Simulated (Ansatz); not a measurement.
A run of Ansatz (development build ahead of 0.2.0) on doublet CH at this shape:

```xyz
2

C    -0.0410    0.0280   -0.1673
H    -0.0490   -0.0064    0.9614
```

Its results:

- Converged: yes
- Reference energy: -38.27827 hartree
- Correlation energy: -0.07603 hartree
- Total energy: -38.35431 hartree
- Spin squared of the determinant: 1.079

**Question.** Which input gives this output? Name the method, the orbitals and the basis set, and write the input.

**Answer.** UHF-MP2 in aug-cc-pVDZ.

```yaml
crystal:
  periodic: [false, false, false]
  atoms:
    - { symbol: C, position_ang: [-0.04098, 0.02804, -0.16732] }
    - { symbol: H, position_ang: [-0.04904, -0.00636, 0.9614] }
basis:
  gaussian: { orbitals: aug-cc-pVDZ }
magnetization:
  spin_polarized: true
  initial_magnetization: 1
hamiltonian:
  xc: hf
correlation:
  method: mp2
  frozen_orbitals: { C: 1, H: 0 }
```

Caution: the unrestricted determinant is spin contaminated.
